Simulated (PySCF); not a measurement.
# A search over the determinants of AlH

Unrestricted PBE0; PySCF, no relativity, basis sets Al cc-pV(T+d)Z, H cc-pVTZ. Outer shells of the fragments: Al 3s2 3p1; H 1s1.

Followed along the bond (rough minima from three points):

| 2Ms+1 | unpaired | ⟨S²⟩ at the start | R at minimum (Å) | Te (eV) |
| --- | --- | --- | --- | --- |
| 1 | none | 0.00 | 1.67 | 0.00 |
| 3 | σ ↑, π ↑ | 2.00 | 1.61 | 1.66 |

Solutions found at the starting distance of 1.515 Å, counted from the lowest of them; the search is not exhaustive and high or unbound solutions are not listed, so other states can lie among these:

```tsv
2Ms+1	unpaired	term	E (eV)	⟨S²⟩	⟨Lz²⟩	μ (D)
1	none	¹Σ⁺	0.00	0.00	0.00	0.51
3	σ ↑, π ↑	³Π	1.58	2.00	1.00	-0.47
1	σ ↑, π ↓	mixed	2.04	1.02	1.01	-0.36
3	π ↑↑	³Σ⁻	4.64	2.10	0.00	-1.13
1	π ↑↓	mixed	5.03	1.01	2.02	-1.27
3	σ ↑↑	³Σ⁺	5.21	2.00	0.00	0.78
1	none	mixed	5.79	0.00	2.00	-1.27
```

A term symbol is given only where ⟨S²⟩ and ⟨Lz²⟩ are close to those of a pure state; real π, δ and φ orbitals otherwise mix terms. A positive dipole means Al(−)H(+).

Task: Compare the gap between the two lowest followed solutions at the starting distance with the gap between their minima.

Result: At PBE0 the second solution (triplet, unpaired electrons σ ↑, π ↑) lies +1.58 eV from the first (singlet, closed shell) at 1.515 Å and +1.66 eV at the minima; the two curves relax by different amounts, since their minima lie near 1.61 and 1.67 Å.

Counting both spins, an empty level lies below a filled one in some of these solutions, because spin and occupation are held.
